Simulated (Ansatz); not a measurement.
Species: C2H5Cl, charge 0, singlet. C2H5Cl (SMILES C(C)Cl).
B3LYP-D3(BJ)/def2-TZVP minimum from Ansatz (a program for electronic structure):
```xyz
8

C      0.0132     0.8176    -0.0128
C      1.5157     0.6457    -0.0186
Cl    -0.8344    -0.7820     0.0168
H     -0.3333     1.3555     0.8664
H     -0.3433     1.3280    -0.9043
H      1.9943     1.6284    -0.0365
H      1.8521     0.1152     0.8721
H      1.8422     0.0878    -0.8961
```
Charge 0, spin multiplicity 1.

Property: atomisation energy (electronic, to ground-state atoms), in kcal/mol. UHF or UKS for unpaired electrons; spin-orbit terms are left out. CBS(X,Y): correlation extrapolated as X^-3, Hartree-Fock from the larger set. A bracket is a step between two methods taken in the basis named. The functionals are non-relativistic, so their misses hold any scalar relativity. Double hybrids freeze cores in their MP2 part. '+ core + X2C': CCSD(T) terms for core correlation (cc-pwCVTZ, 1s frozen past Ne) and scalar relativity (cc-pVTZ-DK). For partners of very few electrons the exact lower level stands in for a higher one.

CCSD(T)/CBS(cc-pV(T+d)Z,cc-pV(Q+d)Z) + [CCSDT(Q) - CCSD(T)]/cc-pV(D+d)Z + core + X2C (Ansatz) gives 693.5 kcal/mol.

**Question.** How far off this value is PBE/def2-TZVPD (Ansatz), in which direction, and which of these levels come nearer: r2SCAN/def2-TZVPD, B3LYP/def2-TZVPD, PBE0/def2-TZVPD, wB97M-V/def2-TZVPD, B2PLYP/def2-TZVPD, CCSD(T)/CBS(cc-pV(T+d)Z,cc-pV(Q+d)Z) + core + X2C?

**Answer.** PBE gives 700.2 kcal/mol, 6.7 kcal/mol above it. Differences of the others: r2SCAN/def2-TZVPD (Ansatz) -1.7; B3LYP/def2-TZVPD (Ansatz) -7.3; PBE0/def2-TZVPD (Ansatz) -0.7; wB97M-V/def2-TZVPD (Ansatz) -0.9; B2PLYP/def2-TZVPD (Ansatz) -11.4; CCSD(T)/CBS(cc-pV(T+d)Z,cc-pV(Q+d)Z) + core + X2C (Ansatz) -0.3 kcal/mol. Nearer than PBE: r2SCAN/def2-TZVPD, PBE0/def2-TZVPD, wB97M-V/def2-TZVPD, CCSD(T)/CBS(cc-pV(T+d)Z,cc-pV(Q+d)Z) + core + X2C.
